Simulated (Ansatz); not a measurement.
For Pt (model structure, started from the beta-Sn type, I4₁/amd, No. 141, 2 atoms in the cell), PBEsol (Ansatz, an electronic-structure program, PAW) gives:

lattice constant a: 4.968 Å
lattice parameter c: 2.669 Å

### Question
What does r²SCAN (Ansatz, plane waves, PAW) give for the same quantities?

### Answer

- lattice constant a: 5.004 Å (goes up by 0.7 %)
- lattice parameter c: 2.683 Å (rises by 0.5 %)

Changes are worked out from the printed values.

Unless a cell is named, each level is at its own relaxed cell (PBEsol 16.47, r²SCAN 16.80 Å³/atom).

Levels without +SOC leave out spin–orbit coupling, which shifts energies and cells of such heavy elements.

The crystal itself was run without spin with PBEsol, r²SCAN; a magnetic state was not tried in these runs.

Ansatz's density-functional and Hartree–Fock values are scalar-relativistic unless marked +SOC, with PAW data made under PBE.

A model structure was made by putting elements into a prototype or built by hand; it is no filed structure, need not be a known phase, and can be a saddle point held by its symmetry.
